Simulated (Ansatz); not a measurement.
**SiH$_{4}$, triplet: reading a ladder of total energies**

All five atoms lie in one plane.

Geometry: displaced at random from a stationary point.

```yaml
atoms:
  - { symbol: Si, position_ang: [0.0034, -0.0001, 0.0052] }
  - { symbol: H, position_ang: [-0.0090, 1.0688, 1.0716] }
  - { symbol: H, position_ang: [0.0340, -1.0346, 1.0364] }
  - { symbol: H, position_ang: [-0.0358, 1.0579, -1.1038] }
  - { symbol: H, position_ang: [-0.0831, -1.0887, -1.1479] }
```

Basis 6-31G; Ansatz 0.2.0. Correlated methods freeze the noble-gas cores, which leaves 8 electrons in 16 orbitals. Prefix R: restricted or restricted open-shell reference; prefix U: unrestricted.

Full CI is exact within this basis and frozen core; it isn't the basis-set limit. The frozen core follows each run's orbitals, which can shift R against U totals by a few meV.

Runs differ by some tens of microhartree through their thresholds and, for an open shell, their frozen cores, so steps under 0.1 kcal/mol mean nothing.

```csv
level,total energy (hartree)
UHF,-290.995445
UMP2,-291.053184
UCCSD,-291.081978
UCCSD(T),-291.083244
UCCSDT,-291.083815
UCCSDT(Q),-291.083821
UCCSDTQ,-291.083805
full CI,-291.083801
```

Task: What is the correlation energy at full CI, and what share of it do UMP2 and UCCSD(T) recover?

Result: E(corr) = -291.083801 − (-290.995445) = -0.088356 hartree = -2.404 eV. UMP2: -0.057739 / -0.088356 = 65.35 %. UCCSD(T): -0.087799 / -0.088356 = 99.37 %.

Task: By how many kcal/mol does UCCSD(T) miss full CI (1 hartree = 627.509 kcal/mol), and which steps make up the rest?

Result: -291.083244 − (-291.083801) = 0.000557 hartree = 0.35 kcal/mol. Steps: UCCSDT − UCCSD(T) = -0.36, UCCSDT(Q) − UCCSDT = 0.00, UCCSDTQ − UCCSDT(Q) = 0.01, full CI − UCCSDTQ = 0.00 kcal/mol. That is within 1 kcal/mol of the reference in this basis, which itself misses far more of the correlation at the basis-set limit.
